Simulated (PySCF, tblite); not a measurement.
# C5H7N: dynamics, then NMR shifts and electronic excitations on frames, part 2 of 2

tblite 0.8.0 and PySCF 2.14.0. Atoms count from 0. The steps go on from the part before.

## 8. Excited states and response: 625 fs, PBE0/def2-SVPD

The job: settings as JSON, then the geometry in Å.

```
{"job": {"kind": "uv", "xc": "PBE0", "basis": "def2-SVPD", "nstates": 5, "ntriplets": 0}, "charge": 0, "multiplicity": 1}
C      1.252900    -0.893300     1.320600
C      0.435000    -1.206100     0.318300
C     -0.888300    -0.588800     0.211400
C     -1.884200    -1.202200    -0.469500
N     -1.137700     0.402700     1.146100
C     -1.932200     1.371500     0.983100
H      1.037000    -0.076000     2.022800
H      2.268100    -1.294600     1.377800
H      0.558200    -1.861300    -0.480800
H     -2.836700    -0.809200    -0.521500
H     -1.706300    -2.107500    -1.005700
H     -2.207600     1.961200     1.828700
H     -2.338200     1.658300     0.032300
```

Method: TDDFT PBE0/def2-SVPD, vertical, gas phase, core orbitals frozen in the response.

Standard output:

```text
coarse grid: 10832 points
cycle   1  E = -248.8642378434  dE =  7.607e-01  |g| = 3.557e-01  |ddm| = 5.941e+00
cycle   2  E = -248.8480933812  dE =  1.614e-02  |g| = 4.498e-01  |ddm| = 1.664e+00
cycle   3  E = -248.8981822883  dE = -5.009e-02  |g| = 1.049e-01  |ddm| = 7.706e-01
cycle   4  E = -248.9005084654  dE = -2.326e-03  |g| = 3.201e-02  |ddm| = 1.541e-01
cycle   5  E = -248.9006821615  dE = -1.737e-04  |g| = 1.553e-02  |ddm| = 6.034e-02
cycle   6  E = -248.9007475032  dE = -6.534e-05  |g| = 2.649e-03  |ddm| = 2.888e-02
cycle   7  E = -248.9007490675  dE = -1.564e-06  |g| = 1.031e-03  |ddm| = 5.980e-03
final grid: 104640 points
cycle   8  E = -248.9354867325  dE = -3.060e-05  |g| = 6.756e-03  |ddm| = 1.112e-01
cycle   9  E = -248.9354787527  dE =  7.980e-06  |g| = 8.877e-03  |ddm| = 3.033e-02
cycle  10  E = -248.9354979817  dE = -1.923e-05  |g| = 2.631e-03  |ddm| = 1.704e-02
cycle  11  E = -248.9354996343  dE = -1.653e-06  |g| = 1.515e-04  |ddm| = 3.494e-03
cycle  12  E = -248.9354996375  dE = -3.254e-09  |g| = 8.784e-05  |ddm| = 4.085e-04
cycle  13  E = -248.9354996394  dE = -1.877e-09  |g| = 3.211e-05  |ddm| = 2.095e-04
cycle  14  E = -248.9354996397  dE = -2.634e-10  |g| = 8.454e-06  |ddm| = 6.586e-05
converged SCF energy = -248.9354996397

Static polarisability (au): isotropic 73.042, principal 45.654 79.994 93.478

Singlet excitations
state   eV       nm        f      main configurations
  1   4.1071    301.9   0.04372   H->L 0.56, H-1->L 0.24, H->L+1 0.14
  2   4.7427    261.4   0.00972   H-1->L 0.68, H->L 0.15, H->L+1 0.15
  3   5.2929    234.2   0.20679   H->L+1 0.55, H->L 0.25, H-1->L+1 0.18
  4   6.0225    205.9   0.22025   H-1->L+1 0.70, H->L+1 0.14
  5   6.3273    196.0   0.01356   H->L+2 0.88
```

Wall time 12 s (1 thread of Arm Neoverse V2, shared host); peak memory 0.74 GiB.

In short: HOMO -6.53 eV, LUMO -1.34 eV; lowest singlet 4.11 eV.

## 9. Shielding tensors: 800 fs, PBE0/pcSseg-1

The job: settings as JSON, then the geometry in Å.

```
{"job": {"kind": "nmr", "xc": "PBE0", "basis": "pcSseg-1", "pop": false}, "charge": 0, "multiplicity": 1}
C      1.196400    -0.870400     0.765200
C      0.061000    -1.397300     0.373100
C     -1.145300    -0.591100     0.314200
C     -2.383400    -0.947400    -0.046700
N     -0.921700     0.721100     0.733400
C     -1.476100     1.674900     0.149800
H      1.291100     0.132300     1.133400
H      2.064900    -1.440400     0.703700
H      0.012500    -2.424600     0.005500
H     -3.204000    -0.277800     0.043200
H     -2.691700    -1.993600     0.039300
H     -1.280700     2.629300     0.613300
H     -2.152700     1.638400    -0.714300
```

Level: GIAO PBE0/pcSseg-1 NMR shielding, non-relativistic, gas phase.

Standard output:

```text
coarse grid: 10832 points
cycle   1  E = -248.9998118681  dE =  8.756e-01  |g| = 3.828e-01  |ddm| = 3.282e+00
cycle   2  E = -248.9867359227  dE =  1.308e-02  |g| = 4.645e-01  |ddm| = 7.399e-01
cycle   3  E = -249.0368287303  dE = -5.009e-02  |g| = 1.162e-01  |ddm| = 4.278e-01
cycle   4  E = -249.0394981555  dE = -2.669e-03  |g| = 3.186e-02  |ddm| = 8.706e-02
cycle   5  E = -249.0396658121  dE = -1.677e-04  |g| = 1.555e-02  |ddm| = 3.819e-02
cycle   6  E = -249.0397297993  dE = -6.399e-05  |g| = 2.488e-03  |ddm| = 1.530e-02
cycle   7  E = -249.0397311862  dE = -1.387e-06  |g| = 7.958e-04  |ddm| = 2.739e-03
final grid: 104640 points
cycle   8  E = -249.0750596413  dE = -3.084e-05  |g| = 6.577e-03  |ddm| = 3.005e-02
cycle   9  E = -249.0750566658  dE =  2.976e-06  |g| = 7.521e-03  |ddm| = 1.325e-02
cycle  10  E = -249.0750699332  dE = -1.327e-05  |g| = 2.330e-03  |ddm| = 7.960e-03
cycle  11  E = -249.0750711897  dE = -1.257e-06  |g| = 1.574e-04  |ddm| = 1.789e-03
cycle  12  E = -249.0750711939  dE = -4.179e-09  |g| = 7.401e-05  |ddm| = 1.606e-04
cycle  13  E = -249.0750711952  dE = -1.247e-09  |g| = 2.537e-05  |ddm| = 7.573e-05
cycle  14  E = -249.0750711953  dE = -1.523e-10  |g| = 6.084e-06  |ddm| = 2.341e-05
converged SCF energy = -249.0750711953

GIAO shielding tensors (ppm)
atom      isotropic    diamagn.    paramagn.     s11        s22        s33       span
  0 C       61.156     255.119    -193.963    -51.341     57.255    177.554    228.895
  1 C       49.267     254.784    -205.517    -63.591     59.649    151.742    215.332
  2 C       19.790     254.563    -234.773    -88.407     18.224    129.555    217.962
  3 C       86.018     251.371    -165.353     21.269     75.452    161.335    140.066
  4 N     -131.786     332.043    -463.830   -421.159   -199.459    225.259    646.418
  5 C       37.307     254.470    -217.163    -49.564     32.589    128.897    178.461
  6 H       25.153      31.993      -6.840     22.806     23.823     28.829      6.023
  7 H       26.813      30.867      -4.054     24.043     26.407     29.989      5.946
  8 H       24.941      31.321      -6.381     23.310     23.704     27.808      4.498
  9 H       27.406      30.892      -3.486     25.304     26.245     30.668      5.365
 10 H       27.152      29.073      -1.921     24.970     26.557     29.929      4.958
 11 H       24.886      30.257      -5.371     22.531     24.384     27.743      5.212
 12 H       23.505      31.420      -7.915     21.516     23.924     25.075      3.560
```

Wall time 7.7 s (1 thread of Arm Neoverse V2, shared host); peak memory 0.69 GiB.

Key values: δ C2 167.1, C5 149.6, C1 137.7, C0 125.8, H12 8.21, H11 6.83 ppm.

## 10. Excited states and response: 800 fs, PBE0/def2-SVPD

Settings changed since step 9:

```diff
@@ -1,2 +1,2 @@
-{"job": {"kind": "nmr", "xc": "PBE0", "basis": "pcSseg-1", "pop": false}, "charge": 0, "multiplicity": 1}
+{"job": {"kind": "uv", "xc": "PBE0", "basis": "def2-SVPD", "nstates": 5, "ntriplets": 0}, "charge": 0, "multiplicity": 1}
 C      1.196400    -0.870400     0.765200
```

With the program's defaults for keys left out, this is: TDDFT PBE0/def2-SVPD, vertical, gas phase, core orbitals frozen in the response.

Standard output:

```text
coarse grid: 10832 points
cycle   1  E = -248.8629725867  dE =  8.213e-01  |g| = 3.660e-01  |ddm| = 6.368e+00
cycle   2  E = -248.8486677966  dE =  1.430e-02  |g| = 4.537e-01  |ddm| = 1.588e+00
cycle   3  E = -248.8980079871  dE = -4.934e-02  |g| = 1.132e-01  |ddm| = 8.120e-01
cycle   4  E = -248.9006005427  dE = -2.593e-03  |g| = 3.231e-02  |ddm| = 1.815e-01
cycle   5  E = -248.9007796927  dE = -1.791e-04  |g| = 1.572e-02  |ddm| = 6.766e-02
cycle   6  E = -248.9008472018  dE = -6.751e-05  |g| = 2.404e-03  |ddm| = 2.977e-02
cycle   7  E = -248.9008485502  dE = -1.348e-06  |g| = 7.737e-04  |ddm| = 5.747e-03
final grid: 104640 points
cycle   8  E = -248.9356428914  dE = -3.233e-05  |g| = 6.330e-03  |ddm| = 1.251e-01
cycle   9  E = -248.9356390203  dE =  3.871e-06  |g| = 7.541e-03  |ddm| = 2.744e-02
cycle  10  E = -248.9356528244  dE = -1.380e-05  |g| = 2.333e-03  |ddm| = 1.532e-02
cycle  11  E = -248.9356541098  dE = -1.285e-06  |g| = 1.528e-04  |ddm| = 3.279e-03
cycle  12  E = -248.9356541138  dE = -4.035e-09  |g| = 7.958e-05  |ddm| = 4.661e-04
cycle  13  E = -248.9356541153  dE = -1.469e-09  |g| = 2.726e-05  |ddm| = 1.852e-04
cycle  14  E = -248.9356541155  dE = -1.828e-10  |g| = 5.714e-06  |ddm| = 6.106e-05
converged SCF energy = -248.9356541155

Static polarisability (au): isotropic 71.725, principal 45.126 76.361 93.688

Singlet excitations
state   eV       nm        f      main configurations
  1   4.5685    271.4   0.03436   H-1->L 0.54, H->L 0.26, H->L+1 0.10
  2   4.8614    255.0   0.05281   H->L 0.42, H-1->L 0.37, H->L+1 0.20
  3   5.5849    222.0   0.25336   H->L+1 0.49, H->L 0.27, H-1->L+1 0.20
  4   5.8842    210.7   0.09668   H-1->L+1 0.63, H->L+1 0.14, H-2->L 0.11
  5   6.4205    193.1   0.18789   H-2->L 0.82
```

Wall time 11 s (1 thread of Arm Neoverse V2, shared host); peak memory 0.74 GiB.

In short: HOMO -6.74 eV, LUMO -1.30 eV; lowest singlet 4.57 eV.

## 11. Nuclear shieldings: 1000 fs, PBE0/pcSseg-1

The job: settings as JSON, then the geometry in Å.

```
{"job": {"kind": "nmr", "xc": "PBE0", "basis": "pcSseg-1", "pop": false}, "charge": 0, "multiplicity": 1}
C      1.038800    -1.229000     0.883000
C     -0.119800    -1.617500     0.377700
C     -1.320000    -0.860200     0.505700
C     -2.482300    -1.455100     0.197000
N     -1.380700     0.460900     0.873600
C     -1.708200     1.389700     0.109100
H      1.419700    -0.341900     1.406600
H      1.923200    -1.891600     0.705800
H     -0.222100    -2.663200     0.142600
H     -3.401900    -0.935800     0.304100
H     -2.556900    -2.526200    -0.019300
H     -1.689000     2.454900     0.536500
H     -1.933600     1.291100    -0.972800
```

Method: GIAO PBE0/pcSseg-1 NMR shielding, non-relativistic, gas phase.

Standard output:

```text
coarse grid: 10832 points
cycle   1  E = -248.9936019574  dE =  8.301e-01  |g| = 3.840e-01  |ddm| = 3.256e+00
cycle   2  E = -248.9724912492  dE =  2.111e-02  |g| = 4.964e-01  |ddm| = 7.677e-01
cycle   3  E = -249.0314751578  dE = -5.898e-02  |g| = 1.138e-01  |ddm| = 4.590e-01
cycle   4  E = -249.0341107242  dE = -2.636e-03  |g| = 3.295e-02  |ddm| = 8.797e-02
cycle   5  E = -249.0343010781  dE = -1.904e-04  |g| = 1.486e-02  |ddm| = 3.659e-02
cycle   6  E = -249.0343591647  dE = -5.809e-05  |g| = 2.957e-03  |ddm| = 1.564e-02
cycle   7  E = -249.0343610323  dE = -1.868e-06  |g| = 1.210e-03  |ddm| = 3.315e-03
final grid: 104640 points
cycle   8  E = -249.0694361718  dE = -2.300e-05  |g| = 6.702e-03  |ddm| = 2.876e-02
cycle   9  E = -249.0694287023  dE =  7.470e-06  |g| = 8.740e-03  |ddm| = 1.384e-02
cycle  10  E = -249.0694468976  dE = -1.820e-05  |g| = 2.395e-03  |ddm| = 8.680e-03
cycle  11  E = -249.0694482543  dE = -1.357e-06  |g| = 1.731e-04  |ddm| = 1.796e-03
cycle  12  E = -249.0694482582  dE = -3.983e-09  |g| = 1.095e-04  |ddm| = 2.007e-04
cycle  13  E = -249.0694482612  dE = -2.956e-09  |g| = 2.574e-05  |ddm| = 1.117e-04
cycle  14  E = -249.0694482613  dE = -1.457e-10  |g| = 1.041e-05  |ddm| = 3.040e-05
converged SCF energy = -249.0694482613

GIAO shielding tensors (ppm)
atom      isotropic    diamagn.    paramagn.     s11        s22        s33       span
  0 C       59.669     254.117    -194.448    -37.043     45.216    170.834    207.877
  1 C       50.654     252.738    -202.084    -61.451     67.675    145.738    207.189
  2 C       22.057     252.682    -230.625    -91.396     27.741    129.825    221.221
  3 C       80.189     250.514    -170.325     11.628     85.913    143.025    131.397
  4 N     -144.108     332.099    -476.206   -475.119   -165.030    207.826    682.946
  5 C       32.868     256.941    -224.072    -47.466     28.912    117.159    164.625
  6 H       25.303      31.550      -6.247     23.382     24.613     27.913      4.531
  7 H       26.156      28.501      -2.345     24.475     24.904     29.089      4.614
  8 H       24.919      31.442      -6.522     22.695     23.340     28.724      6.029
  9 H       27.799      30.007      -2.209     25.626     26.607     31.163      5.536
 10 H       27.170      29.395      -2.225     25.111     26.323     30.075      4.964
 11 H       23.540      28.265      -4.725     21.591     23.401     25.629      4.038
 12 H       23.752      31.434      -7.682     21.796     24.129     25.330      3.534
```

Run time: 7.6 s. Hardware: 1 thread of Arm Neoverse V2, shared host; peak memory 0.69 GiB.

Key values: δ C2 164.9, C5 154.1, C1 136.3, C0 127.3, H11 8.18, H12 7.96 ppm.

## 12. Ultraviolet spectrum: 1000 fs, PBE0/def2-SVPD

Settings changed since step 11:

```diff
@@ -1,2 +1,2 @@
-{"job": {"kind": "nmr", "xc": "PBE0", "basis": "pcSseg-1", "pop": false}, "charge": 0, "multiplicity": 1}
+{"job": {"kind": "uv", "xc": "PBE0", "basis": "def2-SVPD", "nstates": 5, "ntriplets": 0}, "charge": 0, "multiplicity": 1}
 C      1.038800    -1.229000     0.883000
```

Method: TDDFT PBE0/def2-SVPD, vertical, gas phase, core orbitals frozen in the response.

Standard output:

```text
coarse grid: 10832 points
cycle   1  E = -248.8585955868  dE =  7.747e-01  |g| = 3.671e-01  |ddm| = 5.567e+00
cycle   2  E = -248.8365215565  dE =  2.207e-02  |g| = 4.838e-01  |ddm| = 1.696e+00
cycle   3  E = -248.8944534026  dE = -5.793e-02  |g| = 1.098e-01  |ddm| = 9.038e-01
cycle   4  E = -248.8969627075  dE = -2.509e-03  |g| = 3.319e-02  |ddm| = 1.813e-01
cycle   5  E = -248.8971629740  dE = -2.003e-04  |g| = 1.487e-02  |ddm| = 6.362e-02
cycle   6  E = -248.8972230113  dE = -6.004e-05  |g| = 2.924e-03  |ddm| = 2.698e-02
cycle   7  E = -248.8972249345  dE = -1.923e-06  |g| = 1.152e-03  |ddm| = 6.479e-03
final grid: 104640 points
cycle   8  E = -248.9317427263  dE = -2.373e-05  |g| = 6.352e-03  |ddm| = 1.145e-01
cycle   9  E = -248.9317352155  dE =  7.511e-06  |g| = 8.447e-03  |ddm| = 2.768e-02
cycle  10  E = -248.9317528042  dE = -1.759e-05  |g| = 2.291e-03  |ddm| = 1.622e-02
cycle  11  E = -248.9317540708  dE = -1.267e-06  |g| = 1.667e-04  |ddm| = 3.279e-03
cycle  12  E = -248.9317540748  dE = -4.006e-09  |g| = 1.056e-04  |ddm| = 4.101e-04
cycle  13  E = -248.9317540775  dE = -2.791e-09  |g| = 2.572e-05  |ddm| = 1.945e-04
cycle  14  E = -248.9317540777  dE = -1.542e-10  |g| = 1.013e-05  |ddm| = 6.496e-05
converged SCF energy = -248.9317540777

Static polarisability (au): isotropic 74.467, principal 49.501 78.659 95.240

Singlet excitations
state   eV       nm        f      main configurations
  1   4.1338    299.9   0.01093   H->L+1 0.86
  2   5.0322    246.4   0.19824   H->L 0.72, H-1->L 0.18
  3   5.4289    228.4   0.02650   H-1->L+1 0.74, H-1->L 0.09, H->L 0.09
  4   6.0702    204.3   0.34164   H-1->L 0.66, H-1->L+1 0.13, H->L 0.11
  5   6.2294    199.0   0.00918   H->L+2 0.92
```

Run time: 11 s. Hardware: 1 thread of Arm Neoverse V2, shared host; peak memory 0.74 GiB.

Key values: HOMO -6.39 eV, LUMO -0.89 eV; lowest singlet 4.13 eV.

## 13. Comparing the runs: NMR shifts

Shifts (ppm) of some atoms, chosen among heavy atoms and hydrogens apart, with basis size and wall time:

| frame | C2 | C5 | C1 | C3 | H11 | H9 | N4 | functions | time |
| --- | --- | --- | --- | --- | --- | --- | --- | --- | --- |
| 250 fs | 162.7 | 152.8 | 138.1 | 99.2 | 6.58 | 3.77 | 392.3 | 137 | 8 s |
| 425 fs | 178.2 | 156.0 | 142.5 | 115.2 | 7.03 | 5.39 | 427.7 | 137 | 7.8 s |
| 625 fs | 166.2 | 152.6 | 141.5 | 101.2 | 7.13 | 3.62 | 412.9 | 137 | 7.7 s |
| 800 fs | 167.1 | 149.6 | 137.7 | 100.9 | 6.83 | 4.31 | 399.5 | 137 | 7.7 s |
| 1000 fs | 164.9 | 154.1 | 136.3 | 106.7 | 8.18 | 3.92 | 411.8 | 137 | 7.6 s |

## 14. Side by side: electronic excitations

Excitations and ground-state properties, with basis size and wall time:

| frame | lowest singlet (eV) | brightest (eV) | f | gap (eV) | α (Å³) | μ (D) | functions | time |
| --- | --- | --- | --- | --- | --- | --- | --- | --- |
| 250 fs | 4.30 | 5.36 | 0.274 | 5.46 | 10.67 | 1.10 | 176 | 11 s |
| 425 fs | 4.09 | 5.89 | 0.296 | 5.28 | 11.09 | 1.48 | 176 | 11 s |
| 625 fs | 4.11 | 6.02 | 0.220 | 5.18 | 10.82 | 1.36 | 176 | 12 s |
| 800 fs | 4.57 | 5.58 | 0.253 | 5.44 | 10.63 | 0.95 | 176 | 11 s |
| 1000 fs | 4.13 | 6.07 | 0.342 | 5.49 | 11.03 | 1.10 | 176 | 11 s |

## 15. What came out

What follows sums up all 2 parts.

```
                                      quantity                                         value
                                    thermostat                                         300 K
                 mean temperature, second half                                         309 K
       mean potential energy above the minimum                                       0.42 eV
13C shifts against TMS (PBE0/pcSseg-1, 250 fs)          162.7, 152.8, 138.1, 124.2, 99.2 ppm
 1H shifts against TMS (PBE0/pcSseg-1, 250 fs)  8.07, 6.58, 6.29, 5.86, 5.70, 3.77, 3.14 ppm
15N shifts against NH3 (PBE0/pcSseg-1, 250 fs)                                     392.3 ppm
       lowest singlet (PBE0/def2-SVPD, 250 fs)                   4.30 eV (288 nm), f = 0.024
      brightest single state of those computed                   state 3, 5.36 eV, f = 0.274
                      range of the shift of N4                            392.3 to 427.7 ppm
                   range of the lowest singlet                               4.09 to 4.57 eV
```

What this shows: In the second half the potential energy averages 0.42 eV above the minimum; equipartition over 33 harmonic modes at 300 K would give 0.43 eV. With 13 atoms the temperature swings widely (128 to 412 K). Shifts at one fixed geometry are not the observed spectrum, which averages over the motion. In the first frame run (250 fs): Shielding is most anisotropic at N4 (span 661 ppm, paramagnetic term -455 ppm). The lowest singlet, at 4.30 eV, is HOMO→LUMO 0.51, HOMO→LUMO+1 0.40 and is weak; of the 5 states computed, the strongest absorption comes from state 3 at 5.36 eV. In ppm, N4 moves most: its shift spreads over 35.4 ppm, from 392.3 (250 fs) to 427.7 (425 fs). The lowest singlet runs from 4.09 eV (425 fs) to 4.57 eV (800 fs), while the orbital gap spans 5.18 to 5.49 eV. The lowest state need not be the same one in every run.
